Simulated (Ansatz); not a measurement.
Molecule: singlet silylene, SiH2 (charge 0, singlet). SMILES: [SiH2]
Structure (B3LYP-D3(BJ)/def2-TZVP (Ansatz, a program for electronic structure) minimum search):
```
Si
H 1 1.5232
H 1 1.5232 2 91.51
```
Charge 0, spin multiplicity 1.

Quantity: enthalpy of formation at 298 K, in kcal/mol. Terms: six Cartesian d functions in 6-31G* and its kin unless marked 5d; no dispersion term unless named; LANL2DZ with its own core potentials from Na on; non-relativistic; 6-311+G** with 5d, 6d on Na to Ar in Ansatz; spin-orbit terms left out; UHF or UKS for open shells. First-principles rows: single points at B3LYP-D3(BJ) geometries (Ansatz), with unscaled harmonic terms from B3LYP/6-31G* at its own minima, enthalpies of formation by atomisation with measured atoms.

Measured values: G2/97 table in ASE (Curtiss et al.); they hold spin-orbit and core effects, anharmonicity. 

Value to compare with, the measured value: 65.2 kcal/mol.

```json
[
 {"level": "B3LYP/STO-3G", "program": "Ansatz", "enthalpy of formation at 298 K (kcal/mol)": "-2.9", "error": "-68.1"},
 {"level": "B3LYP/3-21G", "program": "Ansatz", "enthalpy of formation at 298 K (kcal/mol)": "74.9", "error": "9.7"},
 {"level": "B3LYP/LANL2DZ", "program": "Ansatz", "enthalpy of formation at 298 K (kcal/mol)": "71.2", "error": "6.0"},
 {"level": "B3LYP/6-31G", "program": "Ansatz", "enthalpy of formation at 298 K (kcal/mol)": "77.5", "error": "12.3"},
 {"level": "B3LYP/6-31G*", "program": "Ansatz", "enthalpy of formation at 298 K (kcal/mol)": "65.7", "error": "0.5"},
 {"level": "B3LYP/6-31+G*", "program": "Ansatz", "enthalpy of formation at 298 K (kcal/mol)": "65.2", "error": "0.0"},
 {"level": "B3LYP/6-31G**", "program": "Ansatz", "enthalpy of formation at 298 K (kcal/mol)": "64.4", "error": "-0.8"},
 {"level": "B3LYP/def2-SVP", "program": "Ansatz", "enthalpy of formation at 298 K (kcal/mol)": "64.8", "error": "-0.4"},
 {"level": "B3LYP/cc-pVDZ", "program": "Ansatz", "enthalpy of formation at 298 K (kcal/mol)": "67.0", "error": "1.8"},
 {"level": "B3LYP/6-311+G**", "program": "Ansatz", "enthalpy of formation at 298 K (kcal/mol)": "65.0", "error": "-0.2"},
 {"level": "B3LYP/def2-TZVPD", "program": "Ansatz", "enthalpy of formation at 298 K (kcal/mol)": "63.1", "error": "-2.1"}
]
```

Among the 10 habitual levels, B3LYP/STO-3G lies farthest from the measured value (-68.1 kcal/mol); 5 of 10 lie above it, and their mean absolute error is 10.0 kcal/mol, the median 1.3. One case shows no general order.

The sets are all those run for this method; runs whose electronic state is in doubt are left out.
